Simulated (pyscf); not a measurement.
9 silicon, germanium or tin steps of one kind (hydrogen abstraction, radical): barrier in kJ/mol, from the separated reactants or the lowest minimum found. Optimised with ωB97X-D3(BJ)/def2-SVP in PySCF. Functionals in def2-TZVP; the last column is ωB97M-D3(BJ)/def2-TZVP. Rows were drawn at random from the steps of this kind and element class whose saddle was verified and whose references are stable.

| step | PBE | r²SCAN | PBE0-D3(BJ) | ωB97M-D3(BJ) |
|---|---|---|---|---|
| GeH₄ + •H₂Si–SiH₃ -> GeH₃• + H₃Si–SiH₃ | 2.3 | 12.2 | 8.6 | 21.4 |
| H₃C–SiH₂–Cl + CH₃• → •H₂C–SiH₂–Cl + CH₄ | 32.9 | 46.0 | 42.7 | 58.0 |
| H₃Si–SiH₂–SiH₃ + H• -> •H₂Si–SiH₂–SiH₃ + H₂ | -1.4 | -6.8 | 5.0 | 16.8 |
| •O–Si(SiH₃)(SiH₃)–SiH₃ + H₂ -> HO–Si(SiH₃)(SiH₃)–SiH₃ + H• | 24.8 | 28.2 | 25.3 | 37.6 |
| •H₂C–CH₃ + SiH₄ → H₃C–CH₃ + SiH₃• | 12.7 | 25.9 | 20.3 | 36.3 |
| •HN–Si(SiH₃)(SiH₃)–SiH₃ + H₂ -> H₂N–Si(SiH₃)(SiH₃)–SiH₃ + H• | 18.9 | 27.7 | 25.0 | 38.4 |
| •O–Si(OH)(OH)–O–Si(OH)(OH)–OH + CH₄ -> HO–Si(OH)(OH)–O–Si(OH)(OH)–OH + CH₃• | -0.2 | 3.6 | 5.7 | 16.7 |
| H₃Si–Si(SiH₃)(SiH₃)–Cl + H• → •H₂Si–Si(SiH₃)(SiH₃)–Cl + H₂ | -0.8 | -6.1 | 5.2 | 17.1 |
| H₂N–SiH(Cl)–Cl + NH₂• -> H₂N–Si•(Cl)–Cl + NH₃ | -16.0 | 1.4 | 2.0 | 18.2 |

Differences from the last column (kJ/mol): PBE: mean -20.8, median -19.1, mean size 20.8, lower in 9 of 9; r²SCAN: mean -14.3, median -12.0, mean size 14.3, lower in 9 of 9; PBE0-D3(BJ): mean -13.4, median -12.8, mean size 13.4, lower in 9 of 9. PBE is closest for row 4 (12.8 kJ/mol apart) and farthest for row 9 (34.2 kJ/mol). PBE, r²SCAN and M06-2X carry no added dispersion term. The last column is a level with limits of its own. Each barrier is that of the saddle found. Elements up to Kr have no core potential and no relativistic terms here.
